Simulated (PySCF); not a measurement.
Compound: C5H10N (doublet state).
Z-matrix (Å and degrees, GFN2-xTB geometry), rows numbered from 1:
```
C 
C   1  1.2931
C   2  1.4546  1  143.29
C   3  1.5442  2  112.99  1     2.15
C   4  1.5279  3  112.49  2   173.01
N   5  1.4544  4  111.01  3    69.27
H   1  1.0807  2  122.04  3  -179.73
H   1  1.0934  2  124.09  3     0.38
H   3  1.0958  2  108.90  1   123.38
H   3  1.0940  2  108.66  1  -119.30
H   4  1.0897  3  109.04  2   -65.90
H   4  1.0912  3  108.72  2    52.42
H   5  1.0944  4  108.55  3  -173.22
H   5  1.1049  4  109.08  3   -56.21
H   6  1.0144  5  110.43  4   -67.39
H   6  1.0138  5  110.37  4   173.89
```

The hyperfine couplings belong to this conformer and change with its torsions.

As a line formula: `C=[C]CCCN` [radical].

Method used: PySCF, UKS B3LYP, pcH-1 on C H N, non-relativistic, mean-field spin-orbit, GIAO. The structure is a single GFN2-xTB conformer in the gas phase; no vibrational or solvent corrections. A GFN2-xTB geometry isn't a minimum of the functional, and hyperfine couplings can be far from their values at a DFT geometry. No stability test was run, so a lower SCF solution isn't excluded.

Computed for the main isotopes (class means, splittings of 0.05 mT or more): g = 2.0022; H8 1H +180.7 MHz (6.45 mT); H7 1H +118.8 MHz (4.24 mT); H9/H10 1H +25.3 MHz (0.90 mT); H11/H12 1H -4.5 MHz (0.16 mT); H13/H14 1H +4.1 MHz (0.15 mT); 108 first-order lines, 13.10 mT wide. Two of these splittings differ by less than 0.03 mT, so with lines wider than that fewer lines would be seen.

Problem. What changes when 1H at H8 is replaced by 2H?

Solution. Only the nuclear moment changes in this model. The ratio of g factors is 0.85744/5.58569 = 0.1535, so a goes from +180.7 to +27.7 MHz (0.990 mT). The spin goes from 1/2 to 1, so the 1:1 doublet becomes a 1:1:1 triplet. The spectrum then has 162 first-order lines over 8.64 mT.

Problem. Where do the 13C satellites of C2 appear, and how strong are they?

Solution. a = +263.1 MHz, or 9.39 mT in magnitude, and I = 1/2, so to first order each main line has two satellites, at ±4.69 mT. The isotope's abundance is about 1.07 %, shared among 2 lines, so each has 0.54 % of the main line's intensity. At 340 mT second-order shifts move them to lower field by up to 0.06 mT.

Problem. Give position and intensity of the satellites from 13C at C4.

Solution. a = +54.8 MHz, or 1.95 mT in magnitude, and I = 1/2, so to first order each main line has two satellites, at ±0.98 mT. The isotope's abundance is about 1.07 %, shared among 2 lines, so each has 0.54 % of the main line's intensity.

Problem. Where do the 13C satellites of C3 appear, and how strong are they?

Solution. a = +10.9 MHz, or 0.39 mT in magnitude, and I = 1/2, so to first order each main line has two satellites, at ±0.20 mT. The isotope's abundance is about 1.07 %, shared among 2 lines, so each has 0.54 % of the main line's intensity.

Nuclei that the bonding pattern makes equivalent are averaged, as if the motion that swaps them (rotation, inversion, ring flip) were fast. The 1H value of +4.1 MHz is a mean of couplings from -0.1 to 8.2 MHz in this one geometry, not an average over conformers. The 1H value of +25.3 MHz is a mean of couplings from 22.4 to 28.1 MHz in this one geometry, not an average over conformers.
